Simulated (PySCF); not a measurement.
Gas-phase reaction: 3 SiH₄ + 3 SiF₂ ⇌ c-Si₃H₆ + 3 SiH₂F₂

Computed with PySCF (xtb for GFN2) and rigid-rotor harmonic-oscillator thermochemistry at 1 bar. † marks an energy on the PBE0/def2-TZVP geometry and frequencies; other levels use their own. MP2 and CCSD(T) freeze the core. 6-31G* has spherical d functions here. All species are closed-shell singlets. B3LYP is the form with VWN-RPA correlation. c-Si₃H₆: computed as isolated molecules; such fragments, hydroxides, amides, oligomers or adducts are transient or little studied in the gas. MP2 isn't extrapolated to the basis-set limit; its ΔH°(298 K) is -259.3 kJ in def2-SVP and -289.2 kJ in def2-TZVPP. CCSD(T) isn't extrapolated to the basis-set limit; its ΔH°(298 K) is -219.5 kJ in def2-SVP and -257.2 kJ in def2-TZVPP. The harmonic model lacks anharmonicity and excited electronic states, which grow with temperature; levels with a mode under 35 cm⁻¹ are left out.

ΔH° and ΔS° at 298 K: B3LYP/6-31G* -207 kJ, -294 J/K; B3LYP/def2-TZVP† -207 kJ, -290 J/K; CCSD(T)/def2-SVP† -220 kJ, -290 J/K; GFN2-xTB -212 kJ, -267 J/K; MP2/def2-TZVPP† -289 kJ, -290 J/K.

### Question
With the heat capacities included, give log10 K (1 bar) at 600, 800, 1200, 1600, 2500 K from B3LYP/6-31G*, B3LYP/def2-TZVP†, CCSD(T)/def2-SVP†, GFN2-xTB, MP2/def2-TZVPP†.

### Answer
| T (K) | B3LYP/6-31G* | B3LYP/def2-TZVP† | CCSD(T)/def2-SVP† | GFN2-xTB | MP2/def2-TZVPP† |
|---|---|---|---|---|---|
| 600 | 2.8 | 3.1 | 4.1 | 4.8 | 10.2 |
| 800 | -1.5 | -1.2 | -0.4 | 0.4 | 4.1 |
| 1200 | -5.7 | -5.4 | -4.8 | -3.7 | -1.8 |
| 1600 | -7.6 | -7.3 | -6.9 | -5.7 | -4.6 |
| 2500 | -9.5 | -9.2 | -8.9 | -7.5 | -7.5 |
